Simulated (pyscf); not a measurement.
H₃C–GaH–CH₃ (SMILES [CH3][GaH][CH3]) + H₂ (SMILES [H][H]) -> CH₄ (SMILES C) + H₃C–GaH₂ (SMILES [CH3][GaH2]) (four-centre exchange; singlet surface; C–Ga, H–H broken, C–H, Ga–H formed). PySCF, gas phase, ωB97X-D3(BJ)/def2-SVP geometries. Rate constants from transition-state theory, ωB97M-D3(BJ)/def2-TZVP energies (ideal gas, 1 atm, RRHO with modes under 100 cm⁻¹ raised to 100, one conformer, R ln 2 for chiral ones without a mode under 150 cm⁻¹; no tunnelling), k in cm³ molecule⁻¹ s⁻¹.

```json
[
 {"T (K)": "298", "1000/T": "3.354", "log10 k": "-36.82"},
 {"T (K)": "600", "1000/T": "1.667", "log10 k": "-24.41"},
 {"T (K)": "900", "1000/T": "1.111", "log10 k": "-20.26"},
 {"T (K)": "1200", "1000/T": "0.833", "log10 k": "?"}
]
```

Problem. Fit an Arrhenius line to the three values, give the activation energy, and predict k at 1200 K.

Solution. Least squares gives log10 k = -12.09 − 7.38 × 1000/T, so Ea = 7.38 × ln 10 × 1.987 = 33.8 kcal/mol, against an electronic barrier of 31.3. At 1200 K the line gives -18.24; the computed value is -18.12 (ΔG‡ = 69.9 kcal/mol), a factor 1.3 over the line, since the plot is curved. At the saddle there is also a short Ga–H contact that neither side keeps. One saddle was located; it need not be the lowest between these sides. Elements up to Kr have no core potential and no relativistic terms here.
